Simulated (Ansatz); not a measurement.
## Two structures, one formula

Two relaxed structures of MgSiH₄, singlet (PBE0-D4/def2-TZVP; forces vanish, vibrations not checked).

A:

Mg1  (0.715, -1.445, 0.622)
Si2  (-0.352, 0.712, -0.307)
H3  (1.421, -2.871, 1.237)
H4  (-1.618, 0.460, -1.063)
H5  (0.543, 1.448, -1.252)
H6  (-0.709, 1.696, 0.761)
(Å)

B:

```
6
angstrom
Mg -1.3962 2.8051 -1.2137
Si 0.2342 -0.4700 0.2035
H 0.8519 -1.7113 0.7405
H -1.0118 -0.8110 -0.5293
H 1.1836 0.1975 -0.7232
H -0.0893 0.4496 1.3239
```

Program: Ansatz 0.2.0. Basis: def2-TZVPP. Cores are frozen in the correlated methods. The outer core shell of Li, Na, Mg and K is correlated. The def2 sets are not built for correlating such inner shells, so the correlated values are less sure here. B3LYP uses VWN-RPA correlation.

Question: Which structure is lower at CCSD(T), and by how much? (Judge from chemistry; the value comes from the calculation.)

Answer: The calculation gives: B, by 19.0 kJ/mol (electronic energy, against the other). By their contacts, A is MgSiH₄ ([MgH][SiH3]) and B is a complex of SiH₄ + Mg.

Question: Do the other methods give the same order? (Judge from chemistry; the calculation decides.)

Answer: By the calculation: Not all: r2SCAN-D4 gives the other order.

| method | E(B) − E(A) (kJ/mol) |
| --- | --- |
| PBE-D4 | -9.2 |
| r2SCAN-D4 | 5.6 |
| PBE0-D4 | -9.4 |
| B3LYP-D4 | -23.8 |
| wB97M-V | -23.6 |
| HF | -32.9 |
| MP2 | -18.2 |
| CCSD | -21.6 |
| CCSD(T) | -19.0 |

T1 diagnostic: at most 0.011.

Labels in which every atom is bracketed show which atoms are joined, not bond orders.

For scale, one of the runs: CCSD(T)/def2-TZVPP, 130 basis functions, launched by `ansatz run in.yaml --threads 2 --pin off --events-out ev --progress --plain --max-ram 4352MiB`. Hardware: 2 CPU threads of an Arm Neoverse V1, shared host. Wall time 8 s; peak host memory 0.65 GiB.
